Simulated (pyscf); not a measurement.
**Addition: GeH₃• + acetylene (HC≡CH) → •HC=CH–GeH₃**

Gas phase, doublet surface, charge 0. Bonds broken: none. Bonds formed: Ge1–C5. Optimised with ωB97X-D3(BJ)/def2-SVP in PySCF. MP2 and CC: frozen core, UHF for open shells. ΔMP2 is the change of the MP2 total energy from the triple- to the quadruple-zeta basis.

Transition state (Å):

```xyz
8

Ge     0.0804     0.7095    -0.5981
H      1.5715     0.4929    -0.2734
H     -0.4599     1.8636     0.2690
H     -0.0700     1.0801    -2.0977
C     -0.9364    -1.3197     0.7205
C     -0.5170    -1.1599     1.8603
H     -1.4686    -1.7730    -0.1031
H     -0.0788    -0.8956     2.8083
```

One imaginary mode, 345i cm⁻¹; descent along it reached the two sides named, in the forms told below.

```tsv
bond	change	reactant side (Å)	saddle	product side
Ge1–C5	forms	3.6	2.6	1.961
```

Electronic energies relative to the separated reactants (kcal/mol):

| level | barrier | reaction energy | reverse barrier |
|---|---|---|---|
| ωB97X-D3(BJ)/def2-TZVP | 2.0 | -22.9 | 24.9 |
| PBE/def2-TZVP | 0.4 | -19.7 | 20.1 |
| r²SCAN/def2-TZVP | 0.9 | -22.4 | 23.3 |
| B3LYP-D3(BJ)/def2-TZVP | 1.5 | -18.9 | 20.4 |
| PBE0-D3(BJ)/def2-TZVP | 0.9 | -23.0 | 23.9 |
| M06-2X/def2-TZVP | 4.1 | -15.0 | 19.2 |
| ωB97M-D3(BJ)/def2-TZVP | 4.4 | -16.3 | 20.7 |
| HF/def2-TZVP | 10.6 | -19.1 | 29.7 |
| MP2/def2-QZVPP | 14.5 | -9.3 | 23.8 |
| CCSD/def2-TZVPP | 6.5 | -17.6 | 24.0 |
| CCSD(T)/def2-TZVPP | 5.5 | -17.5 | 22.9 |
| CCSD(T)/def2-TZVPP + ΔMP2(QZVPP) | 5.4 | -17.4 | 22.8 |

With CCSD(T)/def2-TZVPP + ΔMP2(QZVPP) energies and thermal terms (ideal gas, 1 atm, RRHO with modes under 100 cm⁻¹ raised to 100, one conformer, R ln 2 for chiral ones without a mode under 150 cm⁻¹), in kcal/mol:

```tsv
T (K)	ΔH‡	ΔG‡	ΔH	ΔG
298	5.2	12.8	-15.8	-7.0
600	5.5	20.4	-15.6	+1.9
900	5.8	27.8	-15.0	+10.6
1200	6.2	35.1	-14.2	+19.0
```

On the product side the descent ends in a point that may be a rotor saddle (no frequency run), 1.0 kcal/mol over the lowest minimum found and 23.9 kcal/mol under the saddle at ωB97X-D3(BJ)/def2-TZVP. •HC=CH–GeH₃ lies 27.1 kcal/mol over its isomer H₂C=CH–GeH₂• (electronic energy, ωB97M-D3(BJ)/def2-TZVP). This is the saddle that the search found; another between the same sides may lie lower. The CCSD(T) − MP2 part came from Ansatz, without density fitting, on the same reference. A UHF reference is spin-contaminated (<S²> up to 0.97), which harms MP2 most. The frozen core leaves the outer d or s,p core shells of the metals and heavy elements correlated in the MP2 and CC values, and def2-TZVPP describes them poorly, which can shift differences by a few kcal/mol. Elements up to Kr have no core potential and no relativistic terms here.
